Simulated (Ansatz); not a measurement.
# C3H4OS: a ladder of functionals and wavefunction methods

Aim: compute C3H4OS with functionals from several rungs and with coupled cluster. The yardstick is the atomisation energy at the CCSD(T) limit.

Program: Ansatz 0.2.0, Gaussian basis. Level of theory: functionals in def2-TZVPP, the program's frozen cores in correlated methods. These are calculated values, not measurements.

Plan: LDA (SPW92), PBE-D4, revPBE-D4, BLYP-D4, r2SCAN-D4, B97M-V, PBE0-D4, B3LYP-D4, r2SCANh-D4, r2SCAN0-D4, HSE06-D4, BHLYP-D4, CAM-B3LYP-D4, LC-ωPBE, ωB97X-V, ωB97M-V, B2PLYP, PBE-QIDH; CCSD(T)/def2-SVP; CCSD(T)/def2-TZVPP; MP2/def2-QZVPP; extrapolation to the limit; RPA on PBE.

## 1. The relaxed structure

An earlier PBE0-D4 in a triple-zeta def2 set relaxation fixed the geometry.

9 atoms, charge 0, spin multiplicity 1.

Atoms are counted from 1 here; the program's logs count them from 0.

Bond lengths: C1–C2 1.328 Å, C1–H6 1.085 Å, C1–H7 1.083 Å, C2–C3 1.463 Å, C2–H8 1.086 Å, C3–O4 1.334 Å, C3–S5 1.633 Å, O4–H9 0.969 Å. Angles: C2–C1–H6 120.5°, C2–C1–H7 121.0°, H6–C1–H7 118.5°, C1–C2–C3 123.6°, C1–C2–H8 121.2°, C3–C2–H8 115.2°, C2–C3–O4 110.5°, C2–C3–S5 127.1°, O4–C3–S5 122.4°, C3–O4–H9 106.9°.

## 2. LDA

This LDA is Slater exchange with PW92 correlation.

Input file in.yaml:

```yaml
crystal:
  periodic: [false, false, false]
  atoms:
    - {symbol: C, position_ang: [1.292293, -0.144557, -0.947127]}
    - {symbol: C, position_ang: [0.373893, -0.541035, -0.073161]}
    - {symbol: C, position_ang: [-0.698579, 0.322262, 0.420287]}
    - {symbol: O, position_ang: [-1.469664, -0.338499, 1.285899]}
    - {symbol: S, position_ang: [-0.975403, 1.879925, 0.015542]}
    - {symbol: H, position_ang: [1.278657, 0.866948, -1.338499]}
    - {symbol: H, position_ang: [2.069369, -0.818916, -1.285070]}
    - {symbol: H, position_ang: [0.375682, -1.550168, 0.326803]}
    - {symbol: H, position_ang: [-2.157750, 0.277840, 1.578026]}
basis:
  gaussian: {orbitals: def2-TZVPP}
hamiltonian: {xc: lda}
output: {orbitals: {seedname: orbitals}}
```

Command:

```sh
$ ansatz run in.yaml --threads 2 --pin off --events-out ev --progress --plain --max-ram 4352MiB
```

After this run come: PBE-D4 (GGA); revPBE-D4 (GGA); BLYP-D4 (GGA); r2SCAN-D4 (meta-GGA); B97M-V (meta-GGA); B3LYP-D4 (hybrid); r2SCANh-D4 (hybrid); r2SCAN0-D4 (hybrid); HSE06-D4 (hybrid); BHLYP-D4 (hybrid); CAM-B3LYP-D4 (range-separated); LC-ωPBE (range-separated); ωB97X-V (range-separated); ωB97M-V (range-separated); B2PLYP (double hybrid); PBE-QIDH (double hybrid); CCSD(T) in def2-SVP; CCSD(T) in def2-TZVPP; MP2 in def2-QZVPP; RPA on PBE orbitals.

**Question.** What will the summary of the whole plan be? Wanted: atomisation energy, CCSD(T)/CBS; farthest beyond LDA; mean size of error, GGA; mean size of error, meta-GGA; mean size of error, hybrid; mean size of error, range-separated; mean size of error, double hybrid; gap, smallest and largest; T1 diagnostic.

**Answer**, as computed:

| quantity | value |
| --- | --- |
| atomisation energy, CCSD(T)/CBS | 3731.1 kJ/mol |
| functionals within 18.7 kJ/mol (0.5 %) | B3LYP-D4, r2SCANh-D4, CAM-B3LYP-D4, LC-ωPBE, ωB97X-V, PBE-QIDH |
| farthest beyond LDA | PBE-D4 (+158.3 kJ/mol) |
| mean size of error, GGA | 80.6 kJ/mol |
| mean size of error, meta-GGA | 34.0 kJ/mol |
| mean size of error, hybrid | 51.3 kJ/mol |
| mean size of error, range-separated | 13.1 kJ/mol |
| mean size of error, double hybrid | 18.6 kJ/mol |
| gap, smallest and largest | 2.40 eV (LDA (SPW92)), 9.39 eV (LC-ωPBE) |
| T1 diagnostic | 0.0179 |
| triples share of the correlation energy | 4.8 % |

**Reading.** LDA overbinds by 659.3 kJ/mol (18 %). PBE-D4 is off by +158.3 kJ/mol. Double hybrids carry the basis error of their MP2 part in triple zeta, and no dispersion term here, so their miss is partly the set-up's. The rungs range-separated, double hybrid miss on average by less than the doubt on the reference (18.7 kJ/mol), so they tie; GGA functionals have the largest mean beyond LDA (80.6 kJ/mol). Misses under about 18.7 kJ/mol are within the doubt on the reference itself, which lacks core-valence correlation, relativity and higher excitations. Hartree-Fock recovers 70 % of the binding; the rest is correlation. CCSD(T) in def2-SVP is off by -187.5 kJ/mol, worse than the median functional, from the basis alone. The gap grows from 2.4 to 9.4 eV across the functionals, mostly with the share of exact exchange. The restricted reference is unstable towards a spin-broken one.
